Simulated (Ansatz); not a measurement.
Compare A (`C=C(O)NC`) with its isomer B (`CC(N)C=O`).

Gas-phase electronic energies from Ansatz, PBE0-D4/def2-TZVP geometries. CCSD(T)/CBS adds triple-zeta CCSD(T) − MP2 to the extrapolated MP2 energy (def2 sets, frozen cores). DFT in def2-TZVPP. Each species was taken in one conformer, which may not be the lowest.

Task: Which isomer does CCSD(T)/CBS put lower? Give the gap. (Estimate.)

Result: Computed: B, by 5.9 kcal/mol.

Task: Give E(B) − E(A) in kcal/mol with CCSD(T)/def2-SVP, CCSD(T)/def2-TZVPP, CCSD/def2-TZVPP, LDA (SPW92), PBE-D4, BLYP-D4, B2PLYP. (Estimate.)

Result: The calculation gave: CCSD(T)/def2-SVP -8.9, CCSD(T)/def2-TZVPP -6.8, CCSD/def2-TZVPP -6.9, LDA (SPW92) 2.0, PBE-D4 -3.3, BLYP-D4 -4.3, B2PLYP -5.2. The order is the other way round with LDA (SPW92).

Task: Does the order hold for the free energy at 298.15 K (harmonic terms from PBE0-D4)? (An estimate is asked.)

Result: The calculation gave: Yes: G(B) − G(A) = -6.4 kcal/mol, for one conformer each.

Largest T1 diagnostic: 0.013.

Leaving LDA and LC-ωPBE aside and taking each functional with its dispersion term where it has one, the values, not all of them listed here, spread over 3.1 kcal/mol, from ωB97X-V to r2SCAN0-D4. LDA lies +5.4 kcal/mol from PBE without D4. At CCSD(T), def2-SVP lies −3.0 kcal/mol from the extrapolated value and def2-TZVPP −1.0 kcal/mol.
